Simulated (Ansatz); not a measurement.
# BNH (doublet): wave-function methods side by side, 6-31G

Aim: climb from Hartree-Fock through coupled cluster and multireference methods for BNH (doublet) at one geometry and basis, and see what each rung misses.

Program: Ansatz 0.2.0, Gaussian basis. Level of theory: 6-31G, core rule «outside noble gas», up to 2 orbitals frozen. These are calculated values, not measurements.

Plan: UHF; CCSD(T) on ROHF; CCSD(T) on UHF; BCCD(T) on ROHF; CISD; CCSDT(Q) on ROHF; CCSDT(Q) on UHF; CISDTQ; CCSDTQ on ROHF; CCSDTQ on UHF; CASSCF and MRCISD+Q, 9 electrons in 9 orbitals; CASSCF and NEVPT2, 9 electrons in 9 orbitals; Full CI.

13 further runs of the same task are left out: 2 for a known fault of the program, 5 that didn't finish, 6 set aside as unsound or not needed.

### Step 1. What is computed

The geometry is a PBE0/def2-TZVP stationary point (not a proven minimum).

3 atoms, charge 0, spin multiplicity 2.

Atoms are counted from 1 here; the program's logs count them from 0.

Bond lengths: B1–N2 1.234 Å, N2–H3 0.993 Å. Angles: B1–N2–H3 180.0°.

Coordinates:

```xyz
3

B     0.0000    0.0000    1.1532
N     0.0000    0.0000   -0.0803
H     0.0000    0.0000   -1.0729
```

### Step 2. UHF

The input, in.yaml:

```yaml
crystal:
  periodic: [false, false, false]
  atoms:
    - {symbol: B, position_ang: [0.000000, 0.000000, 1.153245]}
    - {symbol: N, position_ang: [0.000000, 0.000000, -0.080303]}
    - {symbol: H, position_ang: [0.000000, 0.000000, -1.072942]}
basis:
  gaussian: {orbitals: 6-31G}
magnetization: {spin_polarized: true, initial_magnetization: 1}
hamiltonian: {xc: hf}
output: {orbitals: {seedname: orbitals}}
```

Command:

```
ansatz run in.yaml --threads 1 --pin off --events-out ev --progress --plain --max-ram 2393MiB
```

Further steps of the session: CCSD(T) on ROHF; CCSD(T) on UHF; BCCD(T) on ROHF; CISD; CCSDT(Q) on ROHF; CCSDT(Q) on UHF; CISDTQ; CCSDTQ on ROHF; CCSDTQ on UHF; CASSCF and MRCISD+Q, 9 electrons in 9 orbitals; CASSCF and NEVPT2, 9 electrons in 9 orbitals; Full CI.

Before running them: what should the planned runs give, taken together? Wanted: FCI below the RHF energy; RMP2 from FCI; UMP2 from FCI; RCCSD from FCI; RCCSD(T) from FCI; UCCSD(T) from FCI; RCCSDT(Q) from FCI; UCCSDT(Q) from FCI; NEVPT2 valence from FCI.

As calculated:

| quantity | value |
| --- | --- |
| FCI below the RHF energy | -4.7679 eV |
| RMP2 from FCI | +510.3 meV |
| UMP2 from FCI | +557.9 meV |
| RCCSD from FCI | +191.3 meV |
| RCCSD(T) from FCI | +28.6 meV |
| UCCSD(T) from FCI | +39.4 meV |
| RCCSDT(Q) from FCI | -0.8 meV |
| UCCSDT(Q) from FCI | -4.5 meV |
| NEVPT2 valence from FCI | +346.0 meV |
| MRCISD+Q valence from FCI | +35.0 meV |
| levels within 1 kcal/mol (43 meV) | RCCSD(T), UCCSD(T), BCCD(T), RCCSDT, UCCSDT, CISDTQ, RCCSDT(Q), UCCSDT(Q), RCCSDTQ, UCCSDTQ, MRCISD+Q valence |
| T1 diagnostic | 0.033 |
| effectively unpaired electrons | 1.08 |

**Reading.** RCCSD(T) lands +28.6 meV from the yardstick (0.6 % of the correlation energy). UCCSDT(Q) falls below full CI: unrestricted runs freeze a spin-polarised core, another one than full CI's, and coupled cluster isn't variational. One determinant dominates. Of the multireference levels listed MRCISD+Q valence comes nearest in total energy (+35.0 meV), which doesn't show that its space is the better one. These misses are within one basis, not against nature; the frozen cores of restricted and unrestricted runs differ, which can shift their rows.
